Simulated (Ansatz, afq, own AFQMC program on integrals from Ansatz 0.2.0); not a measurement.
AFQMC on a folder of integrals that Ansatz 0.2.0 wrote.

```yaml
crystal:
  periodic: [false, false, false]
  atoms:
    - {symbol: Si, position_ang: [0.000000, 0.000000, 0.231514]}
    - {symbol: Ge, position_ang: [0.000000, 0.000000, -1.958437]}
    - {symbol: H, position_ang: [0.000000, 0.000000, 1.726924]}
basis:
  gaussian: {orbitals: cc-pVDZ}
magnetization: {spin_polarized: false, initial_magnetization: 1}
correlation: {method: ccsd_t, electrons: outside_noble_gas, hamiltonian_folder: ham}
```

```sh
$ ansatz run in.yaml --threads 1 --pin off --events-out ev --progress --plain --max-ram 1382MiB
```

Options of the walk:

```
--method phaseless --trial cid --walkers 20 --populations 1 --least-time 40 --time-step 0.02 --steps-per-block 10 --equilibration-blocks 50 --max-blocks 100 --target-error 0.00072 --factor-cut 1e-05 --start determinant --seed 4091 --taylor-order 6
```

Times are imaginary, in 1/Eh. The walk had a cap of 271 s. Filled inner d shells are frozen with the cores.

```
orbitals 31  electrons 5 4  factors 234 of 556
reference energy -2364.75086446 Eh
CCSD correlation -0.18900382 Eh in 13 cycles, weight of the determinant in the CISD state 0.8453
energy of the start -2364.938288 Eh
 block  time / (1/Eh)  mean weight  energy / Eh
     1     0.200  1.0080  -2364.935744
     2     0.400  1.0074  -2364.935535
     3     0.600  0.9993  -2364.935878
     4     0.800  1.0116  -2364.936409
     5     1.000  1.0010  -2364.938063
     9     1.800  1.0148  -2364.940466
    19     3.800  0.9939  -2364.954072
    31     6.200  1.0039  -2364.944723
    43     8.600  0.9980  -2364.962764
    55    11.000  0.9980  -2364.947741
    64    12.800  0.9879  -2365.019346
    67    13.400  1.0081  -2364.954443
    79    15.800  0.9921  -2364.941373
    91    18.200  0.9946  -2364.941280
    94    18.800  0.9950  -2364.938454
   103    20.600  0.9937  -2364.961592
   115    23.000  0.9935  -2364.949321
   127    25.400  0.9952  -2364.953427
   139    27.800  1.0046  -2364.946196
   148    29.600  0.9958  -2364.945767
blocks merged  error / Eh  count
     1  0.001475  100
     2  0.002042  50
     4  0.002728  25
     8  0.002971  12
energy -2364.953205 +/- 0.002728 Eh
(rows thinned)
```

Problem. Estimate how long the walk took on 1 thread of Arm Neoverse V2 (shared host).

Solution. 8.8 s of wall time.

The run failed at least one of its tests; the cautions name the faults.

Against this walk (error 74.2 meV) on the same determinant: CCSD(T) 87.1 meV higher (within the noise), CCSDT(Q) 22.6 meV higher (within the noise), a separate phaseless walk with a CISD trial and standard settings 94.5 ± 75.9 meV higher (within the noise). The error is statistical and leaves out the bias of the constraint.

Cautions: constraint bias not in the error; error not settled; error above the target (74.2 against 19.6 meV); no relativity below Rb; no spin-orbit coupling; inner d shell frozen; higher spins were not checked; a spin-contaminated unrestricted determinant lies lower (UHF 118 meV lower, ⟨S²⟩ 1.11); the sampling time fell short of the least asked; so few walkers bias the energy; the time-step error isn't removed.

CCSDT and higher add their correlation energy to the determinant of the CCSD(T) run, since their own runs factorise the integrals more tightly (a shift of under 2 meV). A walk keeps the symmetry of its determinant, which the program's search chose and which needn't be the lowest solution, so a lower state of the same spin and another symmetry isn't excluded.
